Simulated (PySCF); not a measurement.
C3H6N (doublet state).
Cartesian coordinates in Å at the GFN2-xTB level; atoms count from 1:
```xyz
10
C3H6N angstrom
C     -1.410   -0.071   -0.255
C      0.042    0.175   -0.350
C      0.958   -0.176    0.638
N      2.240    0.006    0.623
H     -1.962    0.867   -0.347
H     -1.743   -0.708   -1.078
H     -1.670   -0.547    0.688
H      0.407    0.656   -1.249
H      0.577   -0.657    1.536
H      2.571    0.461   -0.229
```

The hyperfine couplings belong to this conformer and change with its torsions.

Identity: `[H]/N=C\[CH]C` [radical].

Method: PySCF, UKS B3LYP, pcH-1 on C H N, non-relativistic, mean-field spin-orbit, GIAO. Geometry: GFN2-xTB, one conformer, isolated molecule. Couplings are sensitive to structure, and on GFN2-xTB geometries they can be far from those on DFT ones. No stability test was run, so a lower SCF solution isn't excluded. ⟨S²⟩ is 0.774 where a pure state has 0.75.

(1) The isotropic 13C couplings are +61.5, -45.3, -24.9 MHz. Assign them to C1; C2; C3.

(2) Match the computed a_iso(1H) values +61.4, -44.3, -32.5, +7.6 MHz (means over equivalent nuclei) with the sites H5/H6/H7; H8; H9; H10.

Answers

(1) 
```csv
site,a_iso (MHz),ρ(0) (bohr⁻³),position,distance from C2 (Å),spin population,largest |T| (MHz)
C1,-24.9,-0.0221,1 bond from C2,1.48,-0.06,2.3
C2,+61.5,+0.0547,largest spin population,0.00,+0.74,115.3
C3,-45.3,-0.0403,1 bond from N4,1.39,-0.22,26.6
```

(2) 
```tsv
site	a_iso (MHz)	ρ(0) (bohr⁻³)	position	distance from C2 (Å)	bound to	spin population there	largest |T| (MHz)
H5/H6/H7	+61.4	+0.0137	2 bonds from C2	2.12	C1	-0.06	6.7
H8	-44.3	-0.0099	1 bond from C2	1.08	C2	+0.74	26.9
H9	+7.6	+0.0017	2 bonds from N4, on C3 of spin population -0.22	2.13	C3	-0.22	5.9
H10	-32.5	-0.0073	1 bond from N4	2.55	N4	+0.51	30.0
```

ρ(0) is the spin density at the nucleus and T the dipolar tensor; entries for several nuclei are means. The Mulliken spin populations are largest on C2 (+0.74), N4 (+0.51), C3 (-0.22) and C1 (-0.06). The positive populations add up to 1.33 and the negative ones to -0.33, together 2S = 1. The angles at C2 add up to 360.0°, so it is planar; its axial dipolar tensor and the negative coupling of its proton fit spin in a p orbital normal to that plane. Main spin sites, with 60 % or more of the largest population: C2, N4; positions count bonds from the nearest.

The spin density at the nucleus, in bohr⁻³, is negative for C3 (-0.0403), C1 (-0.0221) and H8 (-0.0099), for instance. A restricted open-shell determinant has no negative spin density anywhere; here it arises because α and β orbitals differ (spin polarisation).

Class means assume fast exchange of nuclei equivalent by connectivity; if that motion is slow, each nucleus keeps its own coupling. The three 1H nuclei of mean +61.4 MHz run from 2.0 to 92.5 MHz in the frozen geometry.

On one thread, Arm Neoverse V1, shared host, this took 12 s of wall time.
